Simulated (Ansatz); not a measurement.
The same path of Al2H5S (8 atoms, charge 1, multiplicity 1) was run twice with different band settings. The coordinate that changes most is the dihedral H4–Al1–S2–Al3.

All numbers below come from RKS PBE0-D4/def2-SVP in Ansatz 0.2.0.

Relaxed end points:

```xyz
8
Properties=species:S:1:pos:R:3
Al -1.494 1.112 -0.927
S 0.651 0.403 -0.349
Al 1.106 -1.537 0.861
H -2.313 -0.146 -1.367
H -1.594 2.663 -0.758
H 1.235 1.426 0.318
H 2.252 -1.256 1.888
H 0.158 -2.664 0.335
```

```xyz
8
Properties=species:S:1:pos:R:3
Al -1.492 1.114 -0.928
S 0.656 0.402 -0.358
Al 1.108 -1.538 0.856
H -1.599 2.662 -0.734
H -2.309 -0.142 -1.378
H 1.229 1.423 0.323
H 2.239 -1.252 1.897
H 0.167 -2.669 0.322
```

Common settings: movable images 5; climbing image yes; spring 5.0 eV/Å²; optimiser quadratic models (default); start path through a guess of the saddle point; force threshold 0.03 eV/Å; end points relaxed.

| run | iteration limit |
| --- | --- |
| 1 | 60 |
| 2 | 10 |

What does each run give, and how far can it be trusted?

Run 1: converged after 31 iterations, highest image 0.161 eV above the first end. A vibrational analysis at the climbing image gives one clearly imaginary mode, 144i cm⁻¹: a first-order saddle point.
Run 2: not converged after 10 iterations, highest image 0.270 eV above the first end. The band didn't meet its force threshold, so its energies are provisional: the largest band force was still 0.24 eV/Å, and over the last iterations the top moved between 0.21 and 0.27 eV.
Limits of this set-up: the dipole of an ion depends on the origin.
